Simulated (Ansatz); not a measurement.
Two shapes of doublet CNS.

Shape 1:

```xyz
3

N     0.0495    0.0116   -0.0131
C     1.1114   -0.0488    0.2617
S     2.7457   -0.1661    0.6017
```

Shape 2:

```xyz
3

N     0.0164    0.0175   -0.0081
C     1.1433   -0.0573    0.2472
S     2.7468   -0.1635    0.6112
```

Basis set: def2-SVP (spherical functions). Correlated methods keep 7 orbitals frozen. Charge 0, multiplicity 2.

Computed with Ansatz (development build ahead of 0.2.0); each method stands on the lowest determinant of its kind that the runs found.

Q: Which shape is lower in energy, and by how much in each method?

A:

```csv
method,E(2) − E(1) (eV)
UHF,-0.213
UHF-MP2,-0.248
```

Shape 2 is lower. Caution: the unrestricted determinant is spin contaminated.
